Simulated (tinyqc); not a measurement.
Starting guesses with plain Roothaan steps: SCF starting guesses in the sto-6g basis, for OH+, spin multiplicity 3. Computed by the program tinyqc with PySCF. UHF with one setting changed at a time; a run stops when the energy changes by less than 1e-09 hartree and the error matrix is below 1e-5. Starts: the lowest orbitals of the core Hamiltonian, of the Wolfsberg-Helmholz matrix (K = 1.75), projected atomic densities, random orbitals, and the highest orbitals of the core Hamiltonian (a deliberately bad start).

Geometry (angstrom):
```
atom       x       y       z
O     0.0000  0.0000  0.0000
H     0.0000  0.0000  1.2140
```

lowest solution found by these runs and by PySCF with stability checks = -74.745955 hartree

Largest element of the error matrix X^T (FDS - SDF) X:
```
iteration     core  Wolfsberg-Helmholz  atomic densities   random  highest core orbitals
1          2.4e-01             2.3e-01           3.6e-01  5.9e+00                1.3e-01
2          9.6e-02             5.6e-02           8.9e-02  1.8e-01                2.2e-01
3          2.2e-02             1.9e-02           2.2e-02  7.4e-02                1.0e-01
4          9.8e-03             1.1e-02           1.0e-02  6.8e-02                3.9e-02
5          6.9e-03             7.5e-03           7.2e-03  6.1e-02                1.7e-02
6          5.2e-03             5.7e-03           5.5e-03  5.4e-02                8.0e-03
8          3.1e-03             3.3e-03           3.2e-03  4.2e-02                2.1e-03
10         1.8e-03             1.9e-03           1.8e-03  3.0e-02                5.7e-04
14         5.9e-04             6.4e-04           6.2e-04  1.4e-02                5.0e-05
20         1.1e-04             1.2e-04           1.2e-04  4.4e-03                      -
30               -             7.8e-06           7.5e-06  5.7e-04                      -
45               -                   -                 -  2.7e-05                      -
```

How each run ends:
```
run                    iterations  E (hartree)         state
core                           29    -74.74595  lowest found
Wolfsberg-Helmholz             30    -74.74595  lowest found
atomic densities               30    -74.74595  lowest found
random                         51    -74.74595  lowest found
highest core orbitals          17    -74.61287        higher
```

What does the comparison show, and why?

4 of 5 runs reach the lowest solution found, in 29 to 51 iterations (fastest: core). Ending on a higher stationary point: highest core orbitals; a small error matrix cannot reveal that, and an occupation fixed by the start is kept by symmetry or by the shape of the basin. The first errors are 2e-01, 2e-01, 4e-01, 6e+00, 1e-01; the deliberately bad start has the smallest one, so a small first error does not mark a good start.
